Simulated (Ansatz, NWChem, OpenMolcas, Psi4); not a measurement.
# Worked example: B(CH3)Cl → CH3 + BCl

Gas-phase species: B(CH3)Cl, doublet; CH3 (methyl radical) `[CH3]`, doublet; BCl, singlet. 

Shapes, held fixed at every level: PBE0-D4/def2-TZVP. Programs: Ansatz 0.2.0, NWChem 7.3.0, OpenMolcas 26.06, Psi4 1.11. A level may come from different programs for different species; with the same settings they agree closely. The zero-point and thermal change to 298 K, harmonic and unscaled (PBE0-D4/def2-TZVP), is -14.4 kJ/mol.

At PBE0/def2-SVP; 1 Eh = 2625.50 kJ/mol:

```
 species  energy (Eh)
B(CH3)Cl  -524.501609
     CH3   -39.753033
     BCl  -484.625563
```

Task: Work out ΔH(298 K) of the reaction at this level.

Result: 
1. Products less reactants: (-39.753033) + (-484.625563) − [(-524.501609)] = 0.123013 Eh = +323.0 kJ/mol.
2. With the thermal change: +323.0 + (-14.4) = +308.6 kJ/mol.

Other levels give +243.3 (HF/def2-SVP) to +368.1 kJ/mol (HF/STO-3G). No measured value is set beside it here. Open shells run unrestricted. PBE0/def2-SVP lies outside the range of the other correlated levels here, so it shouldn't be taken on trust. The median of the other correlated levels is +280.7 kJ/mol.
